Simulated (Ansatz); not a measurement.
Two shapes of doublet C₂H.

Shape 1:

```xyz
3

H     0.0000    0.0000   -1.4287
C     0.0000    0.0000   -0.4385
C     0.0000    0.0000    0.6767
```

Shape 2:

```xyz
3

H     0.0000    0.0000   -1.6772
C     0.0000    0.0000   -0.5148
C     0.0000    0.0000    0.7943
```

Basis set: cc-pVTZ (spherical functions). Frozen core: 2 orbitals. Charge 0, multiplicity 2.

Computed with Ansatz (development build ahead of 0.2.0); each method stands on the lowest determinant of its kind that the runs found.

Q: Which shape is lower in energy, and by how much in each method?

A:

```csv
method,E(2) − E(1) (eV)
UHF,0.015
UHF-MP2,0.723
```

Shape 1 is lower. Caution: the unrestricted determinant is spin contaminated. Caution for UHF-MP2: bonds are stretched, where a single reference can fail.
